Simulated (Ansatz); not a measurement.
Two isomers of C3H4FN: A = `C=CC(=N)F`, B = `N=C1CC1F`.

Isolated molecules relaxed with PBE0-D4/def2-TZVP in Ansatz; ΔE leaves out vibrations. CCSD(T)/CBS is the MP2 limit (def2-TZVPP, def2-QZVPP) plus CCSD(T) − MP2 in def2-TZVPP, frozen cores. DFT in def2-TZVPP. B3LYP here is the variant with VWN-RPA as its local correlation; programs differ in this. One conformer a species, not always the lowest.

A:

```xyz
9

C     0.3932    1.2081   -0.9267
C     0.4595   -0.0450   -0.4933
C    -0.3404   -0.5651    0.6076
N    -0.2822   -1.7451    1.0207
F    -1.1671    0.3514    1.1566
H     1.0104    1.5452   -1.7501
H    -0.2764    1.9285   -0.4729
H     1.1248   -0.7746   -0.9386
H    -0.9218   -1.9033    1.7967
```

B:

```xyz
9

N     0.855   -1.061    1.344
C     0.231   -0.398    0.484
C    -0.601   -0.481   -0.716
C    -0.111    0.862   -0.179
F     0.843    1.539   -0.875
H     1.399   -0.440    1.946
H    -1.665   -0.689   -0.660
H    -0.106   -0.862   -1.605
H    -0.846    1.529    0.261
```

Q: Which is lower in electronic energy at CCSD(T)/CBS, and by how much? (An estimate is asked.)

A: The calculation gave: A, by 36.7 kcal/mol.

Q: Give E(B) − E(A) in kcal/mol with BLYP-D4, LDA (SPW92), CCSD(T)/def2-SVP, CCSD/def2-TZVPP, ωB97M-V, HF/def2-TZVPP, B3LYP. (An estimate is asked.)

A: Ansatz gave: BLYP-D4 38.0, LDA (SPW92) 31.0, CCSD(T)/def2-SVP 36.6, CCSD/def2-TZVPP 36.2, ωB97M-V 34.7, HF/def2-TZVPP 39.7, B3LYP 36.9. None reverses the order clearly.

Q: Does the order hold for the free energy at 298.15 K (harmonic terms from PBE0-D4)? (Best estimate.)

A: Computed: Yes: G(B) − G(A) = +36.4 kcal/mol, for one conformer each.

Largest T1 diagnostic: 0.013.

In def2-TZVPP, CCSD(T) changes the Hartree–Fock value by −3.0 kcal/mol (the triples alone add +0.5 kcal/mol) and MP2 by −3.9 kcal/mol. From r2SCAN to r2SCAN0 (25 % exact exchange), in def2-TZVPP and without D4, E(B) − E(A) moves by −1.1 kcal/mol.
